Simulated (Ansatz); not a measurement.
# C₃H₃N: a ladder of functionals and wavefunction methods

One table from this session's results is given with a row withheld; the runs are named, their logs left out.

The runs use Ansatz 0.2.0, Gaussian basis; functionals in def2-TZVPP, the program's frozen cores in correlated methods.

Levels to be run: LDA (SPW92), PBE-D4, revPBE-D4, BLYP-D4, r2SCAN-D4, B97M-V, PBE0-D4, B3LYP-D4, r2SCANh-D4, r2SCAN0-D4, HSE06-D4, BHLYP-D4, CAM-B3LYP-D4, LC-ωPBE, ωB97X-V, ωB97M-V, B2PLYP, PBE-QIDH; CCSD(T)/def2-SVP; CCSD(T)/def2-TZVPP; MP2/def2-QZVPP; extrapolation to the limit; RPA on PBE.

### The relaxed structure

An earlier PBE0-D4 in a triple-zeta def2 set relaxation fixed the geometry.

SMILES `C=C=C=N`, 7 atoms, charge 0, spin multiplicity 1.

Atoms are counted from 1 here; the program's logs count them from 0.

Bond lengths: C1–C2 1.309 Å, C1–H5 1.088 Å, C1–H6 1.088 Å, C2–C3 1.271 Å, C3–N4 1.232 Å, N4–H7 1.020 Å. Angles: C2–C1–H5 121.6°, C2–C1–H6 121.8°, H5–C1–H6 116.6°, C1–C2–C3 177.6°, C2–C3–N4 173.2°, C3–N4–H7 114.3°.

The first run:

Contents of in.yaml:

```yaml
crystal:
  periodic: [false, false, false]
  atoms:
    - {symbol: C, position_ang: [-0.970200, 1.187604, 0.151406]}
    - {symbol: C, position_ang: [-0.171363, 0.177213, -0.082747]}
    - {symbol: C, position_ang: [0.617977, -0.803582, -0.258302]}
    - {symbol: N, position_ang: [1.342062, -1.751011, -0.567762]}
    - {symbol: H, position_ang: [-1.568929, 1.635810, -0.638720]}
    - {symbol: H, position_ang: [-1.070377, 1.622227, 1.143749]}
    - {symbol: H, position_ang: [1.882130, -2.136361, 0.206776]}
basis:
  gaussian: {orbitals: def2-TZVPP}
hamiltonian: {xc: lda}
output: {orbitals: {seedname: orbitals}}
```

Command:

```
ansatz run in.yaml --threads 2 --pin off --events-out ev --progress --plain --max-ram 4352MiB
```

Among the steps run: LDA; PBE-D4 (GGA); revPBE-D4 (GGA); BLYP-D4 (GGA); r2SCAN-D4 (meta-GGA); B97M-V (meta-GGA); PBE0-D4 (hybrid); B3LYP-D4 (hybrid); r2SCANh-D4 (hybrid); r2SCAN0-D4 (hybrid); HSE06-D4 (hybrid); BHLYP-D4 (hybrid); CAM-B3LYP-D4 (range-separated); LC-ωPBE (range-separated); ωB97X-V (range-separated); ωB97M-V (range-separated); B2PLYP (double hybrid); PBE-QIDH (double hybrid).

One of the session's tables, all rows but one given; the rest of the session is left out.

It belongs to the step «Frontier levels by functional». 

```
  functional  HOMO (eV)  LUMO (eV)  gap (eV)
 LDA (SPW92)      -5.63      -3.28      2.34
      PBE-D4      -5.51      -3.05      2.46
   revPBE-D4      -5.46      -2.96      2.50
     BLYP-D4      -5.39      -2.89      2.50
   r2SCAN-D4      -5.71      -2.93      2.78
      B97M-V      -5.78      -2.78      2.99
     PBE0-D4          ?          ?         ?
    B3LYP-D4      -6.52      -2.34      4.18
  r2SCANh-D4      -6.17      -2.60      3.57
  r2SCAN0-D4      -6.86      -2.09      4.77
    HSE06-D4      -6.32      -2.52      3.81
    BHLYP-D4      -7.84      -1.07      6.78
CAM-B3LYP-D4      -8.05      -1.02      7.03
     LC-ωPBE      -9.36       0.08      9.44
     ωB97X-V      -9.01       0.05      9.06
     ωB97M-V      -8.90       0.00      8.90
```

**Question.** Estimate the row for PBE0-D4.

**Answer.** HOMO (eV): -6.72; LUMO (eV): -2.14; gap (eV): 4.58. In the column «HOMO (eV)» it lies between r2SCAN0-D4 (-6.86) and B3LYP-D4 (-6.52).
